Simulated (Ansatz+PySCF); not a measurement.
The numbers below are computed, except where a source is named.
Several solutions for singlet NO₂(-)

```yaml
atoms:
  - { symbol: N, position_ang: [0.0000, 0.0000, -0.4201] }
  - { symbol: O, position_ang: [0.0000, 0.9763, 0.1838] }
  - { symbol: O, position_ang: [0.0000, -0.9763, 0.1838] }
```

Basis set: def2-SVP (spherical functions). Charge -1, multiplicity 1.

CASSCF(4,3) was run from several starts with Ansatz (development build ahead of 0.2.0) and PySCF 2.14.0. The starts are those of the Hartree–Fock orbitals from which the active space was taken at the frontier.

| run | program | start | converged | energy (hartree) | <S²> |
| --- | --- | --- | --- | --- | --- |
| A | Ansatz | search for the lowest state | yes | -203.91281 | 0.00 |
| B | Ansatz | atomic start, no search | yes | -203.90832 | 0.00 |
| C | Ansatz | stability test followed | yes | -203.91281 | 0.00 |
| D | PySCF | program defaults | yes | -203.90857 | 0.00 |

(1) Which runs reached the lowest solution of this kind, and what is wrong with the others?

Results:

(1) A, C reached the lowest solution found. Converged but too high: B by 0.12 eV, D by 0.12 eV. Convergence only shows a stationary point; in CASSCF the end hangs on which orbitals enter the active space. Caution: no diffuse functions for an anion. Caution: other starts end on other solutions of this active space.
